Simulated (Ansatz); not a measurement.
## SiPH4 (SMILES [SiH2]P): the energy, rung by rung

SiPH4 has 6 atoms, charge 0, and is taken as a doublet. As SMILES, `[SiH2]P`. Geometry: relaxed at GFN2-xTB. This is one conformer, not always the lowest.

```xyz
6

Si    0.1270   -0.9861   -0.1047
P    -0.3387    1.1700    0.1422
H    -0.3006   -1.7247    1.0879
H    -0.5793   -1.5143   -1.2763
H     0.4347    1.6172   -0.9153
H     0.6569    1.4380    1.0661
```

Quantity: the energy change with the Si1–H3 bond stretched from 1.467 to 1.833 Å, in eV. The values are calculated.

```
           level                    kind  program  value (eV)  less FCI/STO-3G  CPU time (all runs)
      UHF/STO-3G            Hartree–Fock   Ansatz        1.48            +0.40               0.27 s
   USVWN5/STO-3G                     LDA   Ansatz        1.04            -0.04                1.6 s
 U-revPBE/STO-3G                     GGA   Ansatz        0.96            -0.12                2.9 s
 U-r2SCAN/STO-3G                meta-GGA   Ansatz        1.09            +0.01                6.8 s
    UPBE0/STO-3G           global hybrid   Ansatz        1.14            +0.06                3.1 s
U-wB97M-V/STO-3G  range-separated hybrid   Ansatz        1.17            +0.09                 28 s
  UB2PLYP/STO-3G           double hybrid   Ansatz        1.17            +0.09                3.7 s
 UCCSD(T)/STO-3G   coupled cluster or CI   Ansatz        1.08             0.00               0.44 s
      FCI/STO-3G      exact in the basis   Ansatz        1.08             0.00                6.9 s
```

FCI/STO-3G is exact within its basis and frozen core, so for wave-function methods in that basis the difference is their error; functionals converge differently with the basis, so for them it is only a difference. The first shape isn't each level's own minimum. The values span 0.96 to 1.48 eV. All rows use very small basis sets, so even the best lies far from the true value. CPU times are rough (shared hosts, several kinds of processor): they show what a rung costs within a factor of a few.
